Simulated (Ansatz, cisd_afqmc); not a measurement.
Species: H$_{3}$S, charge 0, doublet.
HTBH set geometry:
```
S
H 1 1.3377
H 1 1.4291 2 91.15
H 3 1.1495 1 172.62 2 0.00
```
Charge 0, spin multiplicity 2.

Total energies in aug-cc-pV(D+d)Z, 9 correlated electrons, 5 frozen orbitals. UHF or UKS for unpaired electrons; spin-orbit terms are left out. Cores are frozen in correlated methods. No relativity. AFQMC/CISD: phaseless, guided by CISD from CCSD amplitudes; bars are statistical, one sigma. Outlying blocks are dropped, and bars are widened where a walk drifts. Over all cases where full CI ran beside it in this data, AFQMC minus full CI had a median of +0.1 mEh and passed +0.4 mEh in a tenth of the cases. The UHF reference of H3S (saddle point or complex, doublet) is spin-contaminated (<S^2> up to 0.03 over the pure value in the sets run).

| method | program | energy (Eh) | minus CCSDT(Q) (mEh) |
|---|---|---|---|
| HF | Ansatz | -399.18309 | 198.80 |
| MP2 | Ansatz | -399.34743 | 34.46 |
| CCSD | Ansatz | -399.37472 | 7.17 |
| CCSD(T) | Ansatz | -399.38072 | 1.18 |
| CCSDT(Q) | Ansatz | -399.38189 | 0.00 |
| AFQMC/CISD | cisd_afqmc | -399.3817 ± 0.0001 | 0.2 ± 0.1 |

Rough core times of Ansatz's runs on a shared machine: CCSD(T) under 20 s, CCSDT(Q) 30 s.

Ansatz is a quantum-chemistry and plane-wave program.
